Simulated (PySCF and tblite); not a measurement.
3 diastereomers of C4H6F2, numbered alike:

| isomer | SMILES | descriptors (one enantiomer) |
| --- | --- | --- |
| A | [CH3:1][CH:2]1[C@@H:3]([F:4])[C@@H:5]1[F:6] | 3R, 5R |
| B | [CH3:1][C@H:2]1[C@H:3]([F:4])[C@@H:5]1[F:6] | 2s, 3S, 5R |
| C | [CH3:1][C@@H:2]1[C@H:3]([F:4])[C@@H:5]1[F:6] | 2r, 3S, 5R |

Computed spectrum of one of them (conformer average at 298.15 K; PBE0-D3(BJ)/def2-SVP geometries, energies PBE0/pcSseg-1 (IEF-PCM, water) (D3(BJ) added where defined), GIAO shieldings PBE0/pcSseg-1 (IEF-PCM, water); references on GFN2-xTB geometries), in ppm: ¹H (against TMS): 4.77 (1H), 4.32 (1H), 1.38 (1H), 1.19 (3H). ¹³C (against TMS): 77.5 (1C), 76.5 (1C), 23.3 (1C), 9.5 (1C). ¹⁹F (against CFCl3): -233.5 (1F), -254.2 (1F). Of the H, only those on carbon are given.

Which isomer is it?

A. It shows 4 carbon signals, which only A gives by symmetry. Assigned: ¹H (against TMS): 4.77 (H5, 1H), 4.32 (H3, 1H), 1.38 (H2, 1H), 1.19 (H1, 3H). ¹³C (against TMS): 77.5 (C3), 76.5 (C5), 23.3 (C2), 9.5 (C1). ¹⁹F (against CFCl3): -233.5 (F4), -254.2 (F6). For comparison, at another level (PBE0-D3(BJ)/def2-SVP geometries, energies PBE0/def2-TZVP (IEF-PCM, chloroform) (D3(BJ) added where defined), GIAO shieldings PBE0/pcSseg-1 (IEF-PCM, chloroform)) the isomers give: A: ¹H (against TMS): 4.69 (H5, 1H), 4.23 (H3, 1H), 1.30 (H2, 1H), 1.19 (H1, 3H). ¹³C (against TMS): 77.1 (C3), 76.0 (C5), 22.9 (C2), 9.4 (C1). ¹⁹F (against CFCl3): -232.8 (F4), -253.7 (F6). B: ¹H (against TMS): 3.94 (H3/H5, 2H), 1.22 (H2, 1H), 1.06 (H1, 3H). ¹³C (against TMS): 75.8 (C3/C5), 20.7 (C2), 13.5 (C1). ¹⁹F (against CFCl3): -250.4 (F4/F6). C: ¹H (against TMS): 4.26 (H3/H5, 2H), 1.23 (H1, 3H), 0.82 (H2, 1H). ¹³C (against TMS): 70.9 (C3/C5), 16.2 (C2), 5.1 (C1). ¹⁹F (against CFCl3): -271.2 (F4/F6).

Unscaled ¹⁹F shifts at such levels can be off by tens of ppm; differences between conformers or isomers are more reliable. Shifts are unscaled: against experiment ¹³C can be off by 15 ppm or more and ¹H by 0.8 ppm.
